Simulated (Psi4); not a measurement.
# SiH3F (SMILES F[SiH3]) at BLYP/def2-TZVPP

What is the energy change on altering one bond length of SiH3F at BLYP/def2-TZVPP? The job is set up through a Python script.

Program for the calculation: Psi4 1.11.

6 further runs of the same task are left out: 6 that didn't finish.

### 1 The system as given

SiH3F has 5 atoms, charge 0, and is taken as a singlet. SMILES: `F[SiH3]`. The shape is that of a PBE0-D4/def2-TZVP optimisation.

Bond lengths: F1–Si2 1.600 Å, Si2–H3 1.482 Å, Si2–H4 1.482 Å, Si2–H5 1.482 Å. Angles: F1–Si2–H3 108.3°, F1–Si2–H4 108.3°, F1–Si2–H5 108.3°, H3–Si2–H4 110.6°, H3–Si2–H5 110.6°, H4–Si2–H5 110.6°.

### 2 A single-point energy at BLYP/def2-TZVPP

Input file fh3si.xyz:

```xyz
5
FH3Si
F     -1.274600     0.162800     0.858000
Si     0.043300    -0.019300    -0.030700
H     -0.367800    -0.192600    -1.443700
H      0.768600    -1.217900     0.451600
H      0.880500     1.193400     0.123400
```

Input file run.py:

```python
import psi4

psi4.set_memory('1600 MB')
psi4.set_num_threads(1)
psi4.set_output_file('fh3si.out', False)

with open('fh3si.xyz') as f:
    atoms = ''.join(f.readlines()[2:])
mol = psi4.geometry('0 1\n' + atoms + 'symmetry c1\nno_reorient\nno_com')

psi4.set_options({
    'basis': 'def2-TZVPP',
    'puream': True,
    'e_convergence': 1e-09,
    'd_convergence': 1e-08,
    'scf_type': 'pk',
    'dft_radial_points': 99,
    'dft_spherical_points': 590,
})

energy_value, wavefunction = psi4.energy("BLYP", return_wfn=True)
print(f'total energy {energy_value:.8f} hartree = {energy_value * 27.211386:.5f} eV')
```

The run is started by

```bash
$ python run.py
```

fh3si.out:

```text
Psi4 1.11 release

   => Loading Basis Set <=

    Name: DEF2-TZVPP
    Role: ORBITAL
    Keyword: BASIS

         ---------------------------------------------------------
                                   SCF
                              RKS Reference
                        1 Threads,   1525 MiB Core
         ---------------------------------------------------------

  ==> Geometry <==

    Molecular point group: c1
    Full point group: C1

    Geometry (in Angstrom), charge = 0, multiplicity = 1:

       Center              X                  Y                   Z               Mass
    ------------   -----------------  -----------------  -----------------  -----------------
         F           -1.274600000000     0.162800000000     0.858000000000    18.998403162730
         SI           0.043300000000    -0.019300000000    -0.030700000000    27.976926534650
         H           -0.367800000000    -0.192600000000    -1.443700000000     1.007825032230
         H            0.768600000000    -1.217900000000     0.451600000000     1.007825032230
         H            0.880500000000     1.193400000000     0.123400000000     1.007825032230

  Running in c1 symmetry.

  Rotational constants: A =      2.81561  B =      0.34229  C =      0.34225 [cm^-1]
  Rotational constants: A =  84409.95365  B =  10261.65657  C =  10260.45117 [MHz]
  Nuclear repulsion =   63.042807224251995

  Charge       = 0
  Multiplicity = 1
  Electrons    = 26
  Nalpha       = 13
  Nbeta        = 13

  ==> Algorithm <==

  SCF Algorithm Type is PK.
  DIIS enabled.
  MOM disabled.
  Fractional occupation disabled.
  Guess Type is SAD.
  Energy threshold   = 1.00e-09
  Density threshold  = 1.00e-08
  Integral threshold = 1.00e-12

  ==> Primary Basis <==

  Basis Set: DEF2-TZVPP
    Blend: DEF2-TZVPP
    Number of shells: 43
    Number of basis functions: 115
    Number of Cartesian functions: 129
    Spherical Harmonics?: true
    Max angular momentum: 3

  ==> DFT Potential <==

   => LibXC <=

    Version 7.1.2

   => Composite Functional: BLYP <=

    BLYP GGA Exchange-Correlation Functional

    Deriv               =              1
    GGA                 =           TRUE
    Meta                =          FALSE

    Exchange Hybrid     =          FALSE
    MP2 Hybrid          =          FALSE

   => Exchange Functionals <=

    1.0000     XC_GGA_X_B88

   => Correlation Functionals <=

    1.0000     XC_GGA_C_LYP

   => LibXC Density Thresholds  <==

    XC_GGA_C_LYP:  1.00E-14
    XC_GGA_X_B88:  1.00E-15

   => Molecular Quadrature <=

    Radial Scheme          =       TREUTLER
    Pruning Scheme         =           NONE
    Nuclear Scheme         =       TREUTLER

    Blocking Scheme        =         OCTREE
    BS radius alpha        =              1
    Pruning alpha          =              1
    Radial Points          =             99
    Spherical Points       =            590
    Total Points           =         280845
    Total Blocks           =           2086
    Max Points             =            256
    Max Functions          =            115
    Weights Tolerance      =       1.00E-15

  ==> Integral Setup <==

  Using in-core PK algorithm.
   Calculation information:
      Number of atoms:                   5
      Number of AO shells:              43
      Number of primitives:             71
      Number of atomic orbitals:       129
      Number of basis functions:       115

      Integral cutoff                 1.00e-12
      Number of threads:                 1

  Performing in-core PK
  Using 44495570 doubles for integral storage.
  We computed 432916 shell quartets total.
  Whereas there are 447931 unique shell quartets.

  ==> DiskJK: Disk-Based J/K Matrices <==

    J tasked:                  Yes
    K tasked:                   No
    wK tasked:                  No
    Memory [MiB]:             1029
    Schwarz Cutoff:          1E-12

  Cached 14.3% of DFT collocation blocks in 0.106 [GiB].

  Minimum eigenvalue in the overlap matrix is 4.3567952389E-03.
  Reciprocal condition number of the overlap matrix is 8.7405284460E-04.
    Using symmetric orthogonalization.

  ==> Pre-Iterations <==

  SCF Guess: Superposition of Atomic Densities via on-the-fly atomic UHF (no occupation information).

   -------------------------
    Irrep   Nso     Nmo
   -------------------------
     A        115     115
   -------------------------
    Total     115     115
   -------------------------

  ==> Iterations <==

                        Total Energy        Delta E     RMS |[F,P]|

   @RKS iter SAD:  -390.83287655304230   -3.90833e+02   0.00000e+00
   @RKS iter   1:  -391.12753268897433   -2.94656e-01   4.71909e-03 ADIIS/DIIS
   @RKS iter   2:  -390.98749297790840    1.40040e-01   7.75682e-03 ADIIS/DIIS
   @RKS iter   3:  -391.21516788099581   -2.27675e-01   1.65859e-03 ADIIS/DIIS
   @RKS iter   4:  -391.22745473104158   -1.22869e-02   1.83004e-04 ADIIS/DIIS
   @RKS iter   5:  -391.22764491839899   -1.90187e-04   4.44893e-05 DIIS
   @RKS iter   6:  -391.22765871151717   -1.37931e-05   6.99118e-06 DIIS
   @RKS iter   7:  -391.22765895613145   -2.44614e-07   1.63818e-06 DIIS
   @RKS iter   8:  -391.22765896930730   -1.31758e-08   9.20446e-08 DIIS
   @RKS iter   9:  -391.22765896935067   -4.33715e-11   2.95612e-08 DIIS
   @RKS iter  10:  -391.22765896935454   -3.86535e-12   1.64375e-09 DIIS
  Energy and wave function converged.

  ==> Post-Iterations <==

   Electrons on quadrature grid:
      Ntotal   =   25.9999997887 ; deviation = -2.113e-07

    Orbital Energies [Eh]
    ---------------------

    Doubly Occupied:

       1A    -65.497188     2A    -24.276740     3A     -5.081898
       4A     -3.501569     5A     -3.498065     6A     -3.498064
       7A     -1.080386     8A     -0.503265     9A     -0.401219
      10A     -0.388262    11A     -0.388260    12A     -0.303002
      13A     -0.302990

    Virtual:

      14A     -0.033665    15A      0.030443    16A      0.030456
      17A      0.034935    18A      0.133686    19A      0.133688
      20A      0.163963    21A      0.197235    22A      0.197241
      23A      0.215699    24A      0.264552    25A      0.264556
      26A      0.347788    27A      0.406233    28A      0.499198
      29A      0.499218    30A      0.578777    31A      0.602879
      32A      0.602881    33A      0.604309    34A      0.710042
      35A      0.710058    36A      0.800441    37A      0.808481
      38A      0.808486    39A      0.876835    40A      0.876845
      41A      0.898966    42A      0.908321    43A      1.012099
      44A      1.012118    45A      1.163528    46A      1.163538
      47A      1.183747    48A      1.254261    49A      1.254285
      50A      1.316960    51A      1.316986    52A      1.320883
      53A      1.321672    54A      1.377889    55A      1.539563
      56A      1.539586    57A      1.557963    58A      2.013497
      59A      2.013501    60A      2.323190    61A      2.323201
      62A      2.480450    63A      2.518340    64A      2.622935
      65A      2.622958    66A      3.069684    67A      3.083089
      68A      3.083103    69A      3.173875    70A      3.173886
      71A      3.239415    72A      3.269743    73A      3.269752
      74A      3.374618    75A      3.374643    76A      3.439429
      77A      3.485791    78A      3.533569    79A      3.533618
      80A      3.572367    81A      3.624468    82A      3.679892
      83A      3.679977    84A      3.831591    85A      3.850521
      86A      3.850556    87A      3.877275    88A      3.935586
      89A      3.981342    90A      3.981359    91A      4.345618
      92A      4.435814    93A      4.435924    94A      4.517427
      95A      4.517451    96A      5.110796    97A      5.110898
      98A      5.248184    99A      6.222443   100A      6.582689
     101A      6.582781   102A      6.743183   103A      6.743495
     104A      6.772468   105A      6.772471   106A      6.837938
     107A      6.837940   108A      7.146661   109A      8.180215
     110A      8.180224   111A      8.461244   112A      8.461249
     113A      8.759365   114A     11.971132   115A     56.404767

    Final Occupation by Irrep:
              A
    DOCC [    13 ]
    NA   [    13 ]
    NB   [    13 ]

  @RKS Final Energy:  -391.22765896935454

   => Energetics <=

    Nuclear Repulsion Energy =             63.0428072242519946
    One-Electron Energy =                -667.8456373269789310
    Two-Electron Energy =                 246.0995049253134539
    DFT Exchange-Correlation Energy =     -32.5243337919410465
    Empirical Dispersion Energy =           0.0000000000000000
    VV10 Nonlocal Energy =                  0.0000000000000000
    Total Energy =                       -391.2276589693545361

Computation Completed

Properties will be evaluated at   0.000000,   0.000000,   0.000000 [a0]

Properties computed using the SCF density matrix

 Multipole Moments:

 ------------------------------------------------------------------------------------
     Multipole            Electronic (a.u.)      Nuclear  (a.u.)        Total (a.u.)
 ------------------------------------------------------------------------------------

 L = 1.  Multiply by 2.5417464519 to convert [e a0] to [Debye]
 Dipole X            :         18.4941763          -18.1109462            0.3832301
 Dipole Y            :         -1.9008632            1.8479632           -0.0529000
 Dipole Z            :        -12.3969830           12.1386558           -0.2583272
 Magnitude           :                                                    0.4651845

 ------------------------------------------------------------------------------------

	total time  =         20 seconds =       0.33 minutes
```

On the terminal:

```text
total energy -391.22765897 hartree = -10645.84684 eV
```

It took 22 s on 1 thread of Intel Xeon Platinum 8259CL at 2.50GHz (Skylake/Cascade Lake), shared host; peak memory 0.69 GiB.

[end of part 1 of 2]
